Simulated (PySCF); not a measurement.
Compound: C₄H₁₀NP.
Geometry (GFN2-xTB, Å), atoms numbered from 1 in this order:
```xyz
16
C4H10NP angstrom
C      2.4555    0.0793    0.1065
C      1.5019   -0.5295   -0.8627
C      0.1921   -0.6196   -0.6791
P     -0.6636   -0.0063    0.8202
C     -2.3252   -0.7375    0.4649
N     -1.0242    1.5677    0.1824
H      3.2809   -0.6023    0.3079
H      1.9443    0.3109    1.0400
H      2.8781    0.9965   -0.3053
H      1.9466   -0.9061   -1.7781
H     -0.4353   -1.0793   -1.4335
H     -2.6670   -0.4100   -0.5156
H     -3.0345   -0.4107    1.2245
H     -2.2560   -1.8230    0.5014
H     -1.6322    2.0702    0.8239
H     -0.1691    2.1087    0.0912
```

Method: PySCF, TDDFT PBE0/def2-SVPD, vertical, gas phase, core orbitals frozen in the response.

Kohn–Sham orbitals with the atoms that hold most of them (Löwdin shares over 4%, at most four atoms; ? is withheld):

| orbital | ε (eV) | atoms |
| --- | --- | --- |
| LUMO+2 | 0.99 | C5 22%, P4 19%, H13 12%, C1 8% |
| LUMO+1 | 0.83 | C1 15%, C2 12%, H16 11%, C3 9% |
| LUMO | -0.20 | ? |
| HOMO | -5.82 | ? |
| HOMO-1 | -7.49 | C3 36%, C2 32%, C1 8%, N6 8% |
| HOMO-2 | -8.80 | N6 38%, P4 19%, C3 10%, C2 5% |
| HOMO-3 | -9.25 | P4 25%, C5 22%, C3 12%, N6 11% |

Question: Which atoms hold the HOMO, and with what shares?

Answer: P4 (bonded to 2 C and N) 46%; N6 (bonded to P and 2 H) 28%; C5 (bonded to P and 3 H) 8%; C3 (bonded to C, P and H) 8%. By element: phosphorus 46%, nitrogen 28%, carbon 16% or more.

Question: Which atoms hold the LUMO, and with what shares?

Answer: C2 (bonded to 2 C and H) 28%; C3 (bonded to C, P and H) 23%; P4 (bonded to 2 C and N) 14%; N6 (bonded to P and 2 H) 7%. By element: carbon 52% or more, phosphorus 14%, nitrogen 7%.

Question: How does S1 compare with the orbital gap of 5.63 eV?

Answer: S1 is at 4.33 eV (f = 0.016), 1.29 eV below the gap, made of HOMO→LUMO (99%). Without the coupling terms of the response equations the lowest excitation would equal the gap.

Question: One configuration dominates each of S1, S2 and S6. Which, and how do the shares of the two leading atoms of either orbital change from the occupied to the empty one?

Answer: 
- S1 (4.33 eV, f 0.016), HOMO→LUMO (99%): P4 46% → 14%, N6 28% → 7%, C2 at most 8% → 28%, C3 8% → 23%
- S2 (5.53 eV, f 0.0062), HOMO→LUMO+1 (87%): P4 46% → at most 9%, N6 28% → at most 9%, C1 at most 8% → 15%, C2 at most 8% → 12%
- S6 (6.61 eV, f 0.172), HOMO-1→LUMO (75%): C3 36% → 23%, C2 32% → 28%

One conformer stands for the species.
